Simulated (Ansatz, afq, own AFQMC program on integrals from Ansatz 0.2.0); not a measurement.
O2⁺, quartet: AFQMC among the cluster methods

```yaml
atoms:
  - { symbol: O, position_ang: [0.0000, 0.0000, 0.0000] }
  - { symbol: O, position_ang: [0.0000, 0.0000, 1.1928] }
```

Basis 6-31G. Noble-gas cores (and the filled d shells of Ga–Kr and In–Xe) are frozen. Ansatz 0.2.0 and our own AFQMC program on the same integrals; the CISD trial comes from CCSD amplitudes, and released means the phaseless constraint is let go. Error bars are statistical, one sigma.

Determinant: UHF, the one that the program's search chose, which needn't be the lowest solution. The geometry is a PBE0/def2-TZVP stationary point of this or a neighbouring charge and spin state.

No full CI on the walks' own integrals is used here; CCSDTQ serves as the reference and is uncertain by about the last step of the cluster series.

Cautions: lower spins were not checked.

* T1 diagnostic: 0.0104
* weight of the determinant in the CISD state: 0.939
* ⟨S²⟩ of the determinant: 3.775
* size of the correlated space: 11 electrons in 16 orbitals

Reference: CCSDTQ, correlation energy -4.725 eV. The released energy is read at 1.50 1/Eh (meV from the phaseless value at times in 1/Eh: -14 ± 6 at 0.24, -19 ± 4 at 0.50, -14 ± 5 at 1.00, -22 ± 6 at 1.50).

| level | E − E(reference) (kJ/mol) | share of correlation (%) |
| --- | --- | --- |
| HF | 455.9 | 0.00 |
| MP2 | 48.0 | 89.47 |
| CCSD | 10.7 | 97.65 |
| CCSD(T) | 3.2 | 99.31 |
| CCSDT | 2.0 | 99.57 |
| CCSDT(Q) | 0.1 | 99.97 |
| ph-AFQMC/CISD | 1.8 ± 0.6 | 99.60 |
| released AFQMC | -0.3 ± 0.5 | 100.07 |

CCSDT and higher add their correlation energy to the determinant of the CCSD(T) run, since their own runs factorise the integrals more tightly (a shift of under 2 meV). A walk keeps the symmetry of its determinant, which the program's search chose and which needn't be the lowest solution, so a lower state of the same spin and another symmetry isn't excluded. Released energies are given only where the last usable release times agree within the noise; a slower fall can still hide under it.
